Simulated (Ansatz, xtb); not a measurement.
## Relative energy of two isomers of C3H6N2O

We compare a, `N/C=C\N=C\O`, a singlet, with b, `[H]/N=C\CNC=O`, a singlet. Both are isolated molecules in the gas phase, relaxed with PBE-D3(BJ)/def2-SVP; the shapes shown needn't be the lowest conformers.

a (Å):

```yaml
atoms:
  - { symbol: C, position_ang: [-0.0308, -1.1106, -1.1226] }
  - { symbol: C, position_ang: [-0.2134, 0.1504, -1.6184] }
  - { symbol: C, position_ang: [-0.6438, 2.3992, -1.1716] }
  - { symbol: N, position_ang: [-0.0335, -1.4200, 0.2227] }
  - { symbol: N, position_ang: [-0.5201, 1.1939, -0.7555] }
  - { symbol: O, position_ang: [-0.9620, 3.4199, -0.3454] }
  - { symbol: H, position_ang: [-0.4031, -0.6638, 0.8074] }
  - { symbol: H, position_ang: [-0.3625, -2.3502, 0.4834] }
  - { symbol: H, position_ang: [0.1945, -1.9411, -1.8099] }
  - { symbol: H, position_ang: [-0.1063, 0.3307, -2.7051] }
  - { symbol: H, position_ang: [-0.5129, 2.7485, -2.2189] }
  - { symbol: H, position_ang: [-1.0518, 3.0105, 0.5431] }
```

b (Å):

```xyz
12

C    -2.6615   -2.5597   -0.9127
C    -2.0766   -1.2149   -0.5132
C    -1.2483    0.3863   -2.2037
N    -2.4873   -3.1931   -2.0069
N    -1.0611   -0.7269   -1.4191
O    -2.2616    1.0656   -2.2215
H    -1.8590   -2.6332   -2.6202
H    -3.3226   -3.0175   -0.1423
H    -2.8882   -0.4535   -0.5115
H    -1.6944   -1.2740    0.5308
H    -0.1579   -1.2033   -1.4606
H    -0.3416    0.6058   -2.8362
```

**Question.** Which of the two would you expect CCSD(T)/def2-SVP + ΔMP2/def2-TZVPP electronic energies to favour?

**Answer.** Structure b; the calculation gives E(b) − E(a) = −7.9 kcal/mol.

Level by level:

```csv
level,geometry,E(b) − E(a) (kcal/mol),departure from the last row (kcal/mol),"job, with rough time for the two"
GFN2-xTB,GFN2-xTB,−0.1,+7.7,"optimisation, 0.24 s"
HF/STO-3G,GFN2-xTB,−7.7,+0.2,"single point, 0.58 s"
r2SCAN-D4/def2-SVP,GFN2-xTB,−4.7,+3.2,"single point, 3 s"
PBE-D3(BJ)/def2-SVP,PBE-D3(BJ)/def2-SVP,−5.2,+2.6,"optimisation, 21 s"
HF/def2-SVP,PBE-D3(BJ)/def2-SVP,−11.2,−3.4,part of the CCSD(T) run
MP2/def2-SVP,PBE-D3(BJ)/def2-SVP,−9.8,−1.9,part of the CCSD(T) run
CCSD(T)/def2-SVP,PBE-D3(BJ)/def2-SVP,−10.7,−2.8,single point
CCSD(T)/def2-SVP + ΔMP2/def2-TZVPP,PBE-D3(BJ)/def2-SVP,−7.9,,"single point, 37 s"
```

As drawn, b has 1 C–C, 1 C=O, 1 C–H in place of 1 C=C, 1 C–O, 1 O–H.

GFN2-xTB finds them nearly level. The largest departure from CCSD(T)/def2-SVP + ΔMP2/def2-TZVPP is that of GFN2-xTB, 7.7 kcal/mol. The last row adds to CCSD(T) the change of the MP2 difference between the two basis sets, here +2.8 kcal/mol.

With thermal terms from frequencies at re-optimised GFN2-xTB minima (ideal gas, soft modes damped towards free rotors, one conformer each, 298.15 K, 1 atm): the zero-point term adds +0.2 kcal/mol; ΔH is −7.6 and ΔG −8.0 kcal/mol.

The correlated steps freeze 6 core orbitals. Programs: Ansatz 0.2.0, xtb 6.7.1; the last row on 2 threads of Intel(R) Xeon(R) Platinum 8488C (Sapphire Rapids) on a shared host.
